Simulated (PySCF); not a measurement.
## Running PySCF for S2

File input.py (PySCF 2.14):

```python
from pyscf import gto, scf, mp

mol = gto.M(
    atom='S 0 0 0; S 0 0 1.97',
    basis='6-31g*',
    charge=0,
    spin=2,
    symmetry=True,
    verbose=4,
)
mf = scf.UHF(mol)
mf.kernel()
mp.MP2(mf, frozen=10).kernel()
mf.dip_moment()
print('orbital energies (hartree):', [e[max(0, n-3):n+3].round(4) for e, n in zip(mf.mo_energy, mol.nelec)])
```

```bash
$ OMP_NUM_THREADS=1 python input.py
```

It prints (some set-up lines and the per-cycle HOMO/LUMO lines with their warnings removed):

```
PySCF version 2.14.0

[INPUT] verbose = 4
[INPUT] num. atoms = 2
[INPUT] num. electrons = 32
[INPUT] charge = 0
[INPUT] spin (= nelec alpha-beta = 2S) = 2
[INPUT] symmetry True subgroup None
[INPUT] Mole.unit = angstrom
[INPUT] Symbol           X                Y                Z      unit          X                Y                Z       unit  Magmom
[INPUT]  1 S      0.000000000000   0.000000000000   0.000000000000 AA    0.000000000000   0.000000000000   0.000000000000 Bohr   0.0
[INPUT]  2 S      0.000000000000   0.000000000000   1.970000000000 AA    0.000000000000   0.000000000000   3.722760465393 Bohr   0.0

nuclear repulsion = 68.7661756322437
point group symmetry = Dooh
symmetry origin: [0.         0.         1.86138023]
symmetry axis x: [1. 0. 0.]
symmetry axis y: [0. 1. 0.]
symmetry axis z: [0. 0. 1.]
num. orbitals of irrep A1g = 8
num. orbitals of irrep E1gx = 4
num. orbitals of irrep E1gy = 4
num. orbitals of irrep A1u = 8
num. orbitals of irrep E1uy = 4
num. orbitals of irrep E1ux = 4
num. orbitals of irrep E2gx = 1
num. orbitals of irrep E2gy = 1
num. orbitals of irrep E2uy = 1
num. orbitals of irrep E2ux = 1
number of shells = 16
number of NR pGTOs = 102
number of NR cGTOs = 36
basis = 6-31g*
ecp = {}

******** <class 'pyscf.scf.uhf_symm.SymAdaptedUHF'> ********
method = SymAdaptedUHF
initial guess = minao
damping factor = 0
level_shift factor = 0
DIIS = <class 'pyscf.scf.diis.CDIIS'>
diis_start_cycle = 1
diis_space = 8
diis_damp = 0
SCF conv_tol = 1e-09
SCF conv_tol_grad = None
SCF max_cycles = 50
direct_scf = True
direct_scf_tol = 1e-13
number electrons alpha = 17  beta = 15
Freeze 0 electrons in irreps []
    32 free electrons in irreps A1g E1gx E1gy A1u E1uy E1ux E2gx E2gy E2uy E2ux
Set gradient conv threshold to 3.16228e-05
init E= -794.953052544842

cycle= 1 E= -794.98589468587  delta_E= -0.0328  |g|= 0.15  |ddm|= 1.36
cycle= 2 E= -795.005113267286  delta_E= -0.0192  |g|= 0.0552  |ddm|= 0.269
cycle= 3 E= -795.007674443607  delta_E= -0.00256  |g|= 0.021  |ddm|= 0.0779
cycle= 4 E= -795.008348133628  delta_E= -0.000674  |g|= 0.00444  |ddm|= 0.0594
cycle= 5 E= -795.008383276382  delta_E= -3.51e-05  |g|= 0.00127  |ddm|= 0.0147
cycle= 6 E= -795.008386237425  delta_E= -2.96e-06  |g|= 0.000215  |ddm|= 0.00423
cycle= 7 E= -795.008386310522  delta_E= -7.31e-08  |g|= 6.62e-05  |ddm|= 0.000656
cycle= 8 E= -795.008386317765  delta_E= -7.24e-09  |g|= 1.21e-05  |ddm|= 0.000253
cycle= 9 E= -795.008386317999  delta_E= -2.34e-10  |g|= 1.36e-06  |ddm|= 4.69e-05
Extra cycle  E= -795.008386318002  delta_E= -2.61e-12  |g|= 5.28e-07  |ddm|= 2.58e-06
converged SCF energy = -795.008386318002  <S^2> = 2.0304951  2S+1 = 3.0202617

******** <class 'pyscf.mp.ump2.UMP2'> ********
nocc = (np.int64(7), np.int64(5)), nmo = (26, 26)
frozen orbitals 10
E(UMP2) = -795.235114697619  E_corr = -0.226728379617517
E(SCS-UMP2) = -795.223994838036  E_corr = -0.215608520034433
E_corr(same-spin) = -0.0651525409691393
E_corr(oppo-spin) = -0.161575838648377
Dipole moment(X, Y, Z, Debye):  0.00000,  0.00000, -0.00000
orbital energies (hartree): [array([-0.5287, -0.3928, -0.3928,  0.1088,  0.3893,  0.4302]), array([-0.4916, -0.3923, -0.3923, -0.0099, -0.0099,  0.1414])]
```

In short: E(SCF) = -795.008386 Eh, 9 cycles, E(MP2) − E(SCF) = -0.22673 Eh, ⟨S²⟩ = 2.030, μz(SCF) = 0.00 D.

It ran on Intel Xeon Platinum 8175M @ 2.50GHz (1 thread, shared host) in 2 s.

The bond length is a typed value, not an optimised one. No search for the lowest solution was made.
